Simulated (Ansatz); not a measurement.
## Setting up doublet [SiH2F2]− in Ansatz

[SiH2F2]− has 5 atoms, charge -1, and is taken as a doublet. As SMILES of the parent species, `F[SiH2]F`. Geometry: relaxed at PBE0-D4/def2-TZVP. That shape belongs to the parent species and isn't relaxed for this state.

```jsonl
{"atom": "F", "x (Å)": "-1.0790", "y (Å)": "0.5382", "z (Å)": "0.9807"}
{"atom": "Si", "x (Å)": "-0.0052", "y (Å)": "-0.0005", "z (Å)": "-0.0541"}
{"atom": "F", "x (Å)": "1.2476", "y (Å)": "-0.5206", "z (Å)": "0.7669"}
{"atom": "H", "x (Å)": "-0.5905", "y (Å)": "-1.1387", "z (Å)": "-0.7863"}
{"atom": "H", "x (Å)": "0.4271", "y (Å)": "1.1217", "z (Å)": "-0.9073"}
```

Settings wanted:

```yaml
basis_set: aug-cc-pVDZ
task: energy
method: BCCD(T)
dispersion: none
reference: UHF
accuracy: high
frozen_core_orbitals: 7
```

Question: Write the Ansatz 0.2.0 input and the command.

Answer: One that was run (others would do as well):

in.yaml:
```yaml
crystal:
  periodic: [false, false, false]
  atoms:
    - {symbol: F, position_ang: [-1.079010, 0.538200, 0.980720]}
    - {symbol: Si, position_ang: [-0.005220, -0.000540, -0.054090]}
    - {symbol: F, position_ang: [1.247630, -0.520590, 0.766910]}
    - {symbol: H, position_ang: [-0.590470, -1.138740, -0.786300]}
    - {symbol: H, position_ang: [0.427070, 1.121680, -0.907250]}
basis:
  gaussian:
    orbitals: aug-cc-pVDZ
total_charge: -1
magnetization:
  spin_polarized: true
  initial_magnetization: 1
correlation:
  method: bccd_t
  frozen_orbitals: {F: 1, H: 0, Si: 5}
accuracy: high
scf:
  omitted_lower_state_checks: [cluster_reference, increment]
```

```bash
$ ansatz run in.yaml --threads 1 --pin off --max-ram 3480MiB --events-out events.jsonl --progress --plain --runs-dir runs
```

Calculated total energy: -489.62253 Eh.
